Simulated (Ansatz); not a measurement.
Two shapes of triplet CH₃N.

Shape 1:

```xyz
5

C     0.4722    0.0713   -0.3104
N    -0.6109   -0.0615    0.2965
H    -0.4849   -0.5479    1.1716
H     0.4932    0.5776   -1.2748
H     1.4354   -0.2910    0.0589
```

Shape 2:

```xyz
5

C    -0.4107   -0.4099   -0.0617
N     0.4157    0.5454   -0.0083
H     1.1782    0.3205    0.6406
H    -1.2919   -0.3220   -0.7184
H    -0.3320   -1.3569    0.5061
```

Basis set: def2-SVP (spherical functions). Correlated methods keep 2 orbitals frozen. Charge 0, multiplicity 3.

Computed with Ansatz (development build ahead of 0.2.0); each method stands on the lowest determinant of its kind that the runs found.

Question: Which shape is lower in energy, and by how much in each method?

Answer:

```csv
method,E(2) − E(1) (eV)
UHF,-0.031
UHF-MP2,-0.047
```

Shape 2 is lower. Caution: another spin multiplicity may lie lower.
